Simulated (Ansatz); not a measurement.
**BHO (SMILES B=O): one structure at several levels**

An exercise on one series of results from a longer session: the logs are not shown, and one member is left open.

Program: Ansatz 0.2.0, Gaussian basis. Level of theory: single points in def2-TZVPP. These are calculated values, not measurements.

Correlated methods freeze the cores.

### The starting structure

3 atoms, charge 0, spin multiplicity 1.

Atoms are counted from 1 here; the program's logs count them from 0.

Bond lengths: B1–O2 1.177 Å, B1–H3 1.100 Å. Angles: O2–B1–H3 179.6°.

Geometry (Å):

| atom | x (Å) | y (Å) | z (Å) |
| --- | --- | --- | --- |
| B1 | -0.02000 | -0.01830 | -0.00570 |
| O2 | 0.90930 | 0.42590 | 0.56430 |
| H3 | -0.89280 | -0.43170 | -0.53210 |

The first run:

File run/in.yaml:

```yaml
crystal:
  periodic: [false, false, false]
  atoms:
    - {symbol: B, position_ang: [-0.020000, -0.018300, -0.005700]}
    - {symbol: O, position_ang: [0.909300, 0.425900, 0.564300]}
    - {symbol: H, position_ang: [-0.892800, -0.431700, -0.532100]}
basis:
  gaussian: {orbitals: def2-TZVPP}
correlation: {method: ccsd_t}
output: {forces: true}
```

The command line of these runs was not kept.

Steps of the session up to this table: CCSD(T)/def2-TZVPP; PBE0-D4/def2-TZVPP; wB97M-V/def2-TZVPP; r2SCAN-D4/def2-TZVPP; PBE-D4/def2-TZVPP; CAM-B3LYP-D4/def2-TZVPP; r2SCAN0-D4/def2-TZVPP.

One table of the session follows, with a row left open; its other results are not shown here.

```
      method  RMS force component (eV/Å)  angle to CCSD(T) forces (°)  dipole (D)
     CCSD(T)                       1.293                    reference        2.58
     PBE0-D4                       1.033                         21.4        2.68
     wB97M-V                           ?                            ?           ?
   r2SCAN-D4                       1.094                         11.6        2.61
      PBE-D4                       1.335                          2.7        2.47
CAM-B3LYP-D4                       0.933                         27.5        2.74
  r2SCAN0-D4                       0.921                         29.8        2.77
```

Q: Estimate the row for wB97M-V from the others.

The run gave: RMS force component (eV/Å): 0.993; angle to CCSD(T) forces (°): 15.7; dipole (D): 2.69. In the column «RMS force component (eV/Å)» it lies between CAM-B3LYP-D4 (0.933) and PBE0-D4 (1.033).
